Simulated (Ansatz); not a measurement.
System: chalcopyrite CuGaSe₂. Method: r²SCAN (Ansatz, a program for electronic structure, PAW).

Run with plane-wave cutoff 560 eV, 8×8×8 k mesh, Fermi–Dirac smearing 0.01 eV, no spin polarisation, scalar-relativistic PAW data made under PBE.

Response to compression and expansion (c/a stays at 1.979):

Shape and atoms are relaxed at each volume.

```tsv
V (Å³/atom)	P (GPa)	direct gap at Γ (eV)
20.946	3.12	0.756
21.383	1.46	0.658
21.819	-0.01	0.565
22.256	-1.33	0.477
22.692	-2.50	0.394
```

A straight line through the gaps at Γ against ln V gives a volume deformation potential dE_g(Γ)/d ln V of -4.5 eV: the gap at Γ widens under compression.

Measured, for comparison: band gap 1.67 eV (temperature not stated, no zero-point or thermal correction, direct or pseudo-direct at Γ; as tabulated in Ghosh et al. (2024), arXiv:2401.16805).

Note: the bulk modulus comes from volumes at which shape and atoms were relaxed.

Spin–orbit coupling is not included.
